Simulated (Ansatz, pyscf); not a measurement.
HN=Si: [singlet] + SiH₄ -> H₂N–Si:–SiH₃ [singlet], an addition across a multiple bond or ene-type step on the singlet surface: H–Si broken, H–N, Si–Si formed. Single points on ωB97X-D3(BJ)/def2-SVP structures (PySCF, gas phase). Wave-function energies: Ansatz (an electronic-structure program), frozen core, RHF or UHF references. In kcal/mol, from the separated reactants.

```tsv
level	barrier	reaction energy
B3LYP-D3(BJ)/def2-TZVP	44.21	-15.52
PBE0-D3(BJ)/def2-TZVP	37.89	-21.63
CCSD(T)/cc-pV(D+d)Z	54.98	-8.30
CCSDT(Q)/cc-pV(D+d)Z	54.77	-8.04
CCSD(T)/cc-pV(T+d)Z	48.67	-13.26
CCSD(T)/cc-pV(Q+d)Z	47.48	-13.97
```

In cc-pV(D+d)Z, going from CCSD(T) to CCSDT(Q) shifts the barrier by -0.21 and the reaction energy by +0.25 kcal/mol. With HF in the quadruple-zeta basis and the correlation energy extrapolated as X⁻³ from X = 3, 4, CCSD(T) gives 46.61 and -14.85; adding the double-zeta shift gives ΔE‡ = 46.40 and ΔE = -14.59 kcal/mol, without core correlation, relativity or geometry relaxation at these levels. At the saddle there is also a short H–Si contact that neither side keeps. The same reactants have a lower exit, to :HSi–NH–SiH₃ [singlet] (barrier +15.41 kcal/mol at ωB97M-D3(BJ)/def2-TZVP, against +46.61 kcal/mol here). H₂N–Si:–SiH₃ [singlet] lies 11.84 kcal/mol over its isomer :HSi–NH–SiH₃ [singlet] (electronic energy, ωB97M-D3(BJ)/def2-TZVP). One saddle was located; it need not be the lowest between these sides.
